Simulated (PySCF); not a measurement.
Work out the structure from these simulated measurements.

Elements present: C, H and N. Monoisotopic mass: 106.0531 u.

| Quantity | Value |
| --- | --- |
| Dipole | 1.84 D [PBE0/pcSseg-1] |
| NMR, other nuclei | isotropic shieldings of nuclei other than C and H, by class: -85 (1 N), 48 (1 N) ppm [GIAO PBE0/pcSseg-1] |
| 13C NMR | chemical shifts (computed TMS as zero) by class: 139.8 (1 C), 130.7 (1 C), 116.9 (1 C), 95.2 (1 C), 80.0 (1 C), 5.7 (1 C) ppm [GIAO PBE0/pcSseg-1] |
| Rotational structure | rotational constants A, B, C: 9.046, 1.016, 0.919 GHz [GFN2-xTB] |
| 1H NMR | chemical shifts (computed TMS as zero) by class: 9.32 (1 H), 7.38 (1 H), 6.57 (1 H), 2.28 (3 H) ppm [GIAO PBE0/pcSseg-1] |

Gas-phase values; electronic properties from PySCF, density fitting. Levels stand in brackets. Isolated species at its GFN2-xTB geometry, gas phase. NMR classes are plain means over equivalent atoms (diastereotopic ones count apart unless rotation or inversion swaps them), as if these changed places fast.

**Question.** Which formula fits the mass and the elements?

**Answer.** C6H6N2 (calculated 106.0531). No other formula that holds each of these elements comes within 0.0003 u with a fitting electron parity and a possible valence count.

**Question.** Give a SMILES that accounts for the data.

**Answer.** Numbering: `[CH3:1][C:2]#[C:3][c:4]1[cH:5][cH:6][nH:7][n:8]1`. Its formula, C6H6N2, gives 5 degrees of unsaturation: 1 ring and 4 π bonds in the structure found (Kekulé form). 6 carbons fall into 6 classes; from least to most shielded: substituted aromatic carbon [C4] (139.8 ppm), aromatic CH next to a ring nitrogen [C6] (130.7 ppm), aromatic CH carbon [C5] (116.9 ppm), alkyne carbon [C2] (95.2 ppm), alkyne carbon [C3] (80.0 ppm), propargylic carbon [C1] (5.7 ppm). Hydrogen classes from least to most shielded: 1 H on a pyrrole-type nitrogen, N7 (9.32 ppm), 1 H on an aromatic CH next to a ring nitrogen, C6 (7.38 ppm), 1 H on an aromatic CH carbon, C5 (6.57 ppm), 3 H on a propargylic carbon, C1 (2.28 ppm). The other shieldings belong to: -85 ppm, pyridine-type nitrogen [N8]; 48 ppm, pyrrole-type nitrogen [N7]. By its constants the optimised geometry is an asymmetric top. Structure: `CC#Cc1cc[nH]n1`. Computed isomers that give other values at the same levels: `c1cc2[nH]ccc2[nH]1` (rotational constant A: 5.287 GHz; this holds for the one conformer computed); `N#CC/C=C/CC#N` (13C chemical shifts (computed TMS as zero) by class: 134.8 (2 C), 120.6 (2 C), 23.0 (2 C) ppm); `CC/C(C#N)=C/C#N` (rotational constant A: 3.432 GHz; this holds for the one conformer computed). The assignments are read from this structure; whether some other isomer fits the data as well wasn't checked.
